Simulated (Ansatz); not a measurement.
**BH5O: taking an electron away**

Aim: the vertical ionisation energy of BH5O, as cation minus neutral at the neutral's geometry, on several levels, and how well −ε(HOMO) stands in for it.

Program: Ansatz 0.2.0, Gaussian basis. Level of theory: unrestricted cation, the program's frozen cores in correlated methods. These are calculated values, not measurements.

Levels to be run: UKS PBE-D4/def2-TZVPP; UKS r2SCAN-D4/def2-TZVPP; UKS PBE0-D4/def2-TZVPP; UKS B3LYP-D4/def2-TZVPP; UKS wB97X-V/def2-TZVPP; UKS wB97M-V/def2-TZVPP; UKS B2PLYP/def2-TZVPP; UHF-CCSD(T)/def2-TZVPP; UHF-MP2/def2-QZVPP; extrapolation to the limit; then −ε(HOMO) from the neutral's earlier runs with LDA (SPW92), PBE-D4, revPBE-D4, BLYP-D4, r2SCAN-D4, B97M-V, PBE0-D4, B3LYP-D4, r2SCANh-D4, r2SCAN0-D4, HSE06-D4, BHLYP-D4, CAM-B3LYP-D4, LC-ωPBE, ωB97X-V, ωB97M-V.

## Step 1: The relaxed structure

An earlier PBE0-D4 in a triple-zeta def2 set relaxation fixed the geometry.

SMILES `[BH3-][OH2+]`, 7 atoms, charge 0, spin multiplicity 1.

Atoms are counted from 1 here; the program's logs count them from 0.

Bond lengths: B1–O2 1.687 Å, B1–H3 1.204 Å, B1–H4 1.204 Å, B1–H5 1.210 Å, O2–H6 0.964 Å, O2–H7 0.964 Å. Angles: O2–B1–H3 102.0°, O2–B1–H4 102.0°, O2–B1–H5 103.6°, H3–B1–H4 115.8°, H3–B1–H5 115.2°, H4–B1–H5 115.2°, B1–O2–H6 108.5°, B1–O2–H7 108.5°, H6–O2–H7 107.3°.

## Step 2: Cation, UKS PBE-D4/def2-TZVPP

in.yaml

```yaml
crystal:
  periodic: [false, false, false]
  atoms:
    - {symbol: B, position_ang: [-0.312130, -0.547118, -0.345311]}
    - {symbol: O, position_ang: [0.364112, 0.563770, 0.729894]}
    - {symbol: H, position_ang: [0.294910, -1.552710, -0.080380]}
    - {symbol: H, position_ang: [-1.471841, -0.533979, -0.021528]}
    - {symbol: H, position_ang: [-0.074741, -0.072542, -1.433060]}
    - {symbol: H, position_ang: [-0.041890, 1.424190, 0.575337]}
    - {symbol: H, position_ang: [1.302880, 0.650389, 0.529247]}
basis:
  gaussian: {orbitals: def2-TZVPP}
total_charge: 1
magnetization: {spin_polarized: true, initial_magnetization: 1}
hamiltonian: {xc: pbe, dispersion: d4}
```

Launch:

```
ansatz run in.yaml --threads 4 --pin off --events-out ev --progress --plain --max-ram 10444MiB
```

Further steps of the session: Cation, UKS r2SCAN-D4/def2-TZVPP; Cation, UKS PBE0-D4/def2-TZVPP; Cation, UKS B3LYP-D4/def2-TZVPP; Cation, UKS wB97X-V/def2-TZVPP; Cation, UKS wB97M-V/def2-TZVPP; Cation, UKS B2PLYP (frozen core)/def2-TZVPP; Cation, UHF-CCSD(T)/def2-TZVPP; Cation, UHF-MP2/def2-QZVPP.

**Question.** What will the summary of the whole plan be? Wanted: ionisation energy, CCSD(T)/CBS; nearest functional by difference; nearest −ε(HOMO); −ε(HOMO) of PBE; T1 of the cation.

**Answer**, as computed:

| quantity | value |
| --- | --- |
| ionisation energy, CCSD(T)/CBS | 11.27 eV |
| nearest functional by difference | ωB97M-V (-0.21 eV) |
| nearest −ε(HOMO) | LC-ωPBE (-0.22 eV) |
| −ε(HOMO) of PBE | 6.71 eV |
| T1 of the cation | 0.022 |

By cation minus neutral, the functionals miss by 0.62 eV at most. −ε(HOMO) of PBE misses by 4.6 eV, since self-interaction lifts the level. Among orbital estimates LC-ωPBE comes nearest. Hartree-Fock falls 0.87 eV short, as the neutral has more correlation energy than the cation. The cation may have settled in a state other than its lowest; no search over hole states beyond the program's own was made.
